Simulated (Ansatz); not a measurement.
Basis-set extrapolation for `CC=C(O)O` (PBE0-D4/def2-TZVP geometry, frozen core, the Gaussian-basis code of Ansatz). Multiplicity 1, RHF reference.

```tsv
	def2-TZVPP	def2-QZVPP
HF	-266.913886	-266.926306
MP2 correlation	-0.974423	-1.045428
CCSD(T) correlation	-1.042121	not run
```

Energies in hartree. Use E(X) = E(∞) + A·exp(−7.88·√X) for Hartree–Fock and E(X) = E(∞) + B·X^(−2.97) for correlation, with X = 3 and 4, and add CCSD(T) minus MP2 of the smaller set to the MP2 limit.

Problem. What is the CCSD(T) energy at the basis-set limit?

Solution. HF limit: -266.926306 + (-0.012420) × 0.13774 = -266.92802. MP2 limit: -1.045428 + (-0.071005) × 0.74074 = -1.09802. Higher-order term: -1.042121 − (-0.974423) = -0.06770. Total: -268.09374 hartree, 361.6 kJ/mol below CCSD(T)/def2-TZVPP.
